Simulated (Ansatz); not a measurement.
## Trigonal Se

Method: PBE in Ansatz (PAW).

Numerical settings: plane-wave cutoff 520 eV, 12×12×8 k mesh (along the axes of the cell as run), Fermi–Dirac smearing 0.01 eV, scalar-relativistic PAW data made under PBE.

Cell: measured lattice: a = 4.3660 Å, b = 4.3660 Å, c = 4.9540 Å, α = 90.00°, β = 90.00°, γ = 120.00°.

```yaml
band_gap: 1.02 eV (indirect)
smallest_direct_gap_on_the_k_points_sampled: 1.25 eV
"Γ–Γ gap": 2.31 eV
```

Note: cell and atoms aren't relaxed at this level (largest force component 0.43 eV/Å, pressure 2.9 GPa).

Spin–orbit coupling is not included.

The computed numbers hold no vibrational or temperature effects.

The result took very roughly 40 core-seconds.

Ansatz is a quantum-chemistry and plane-wave program.
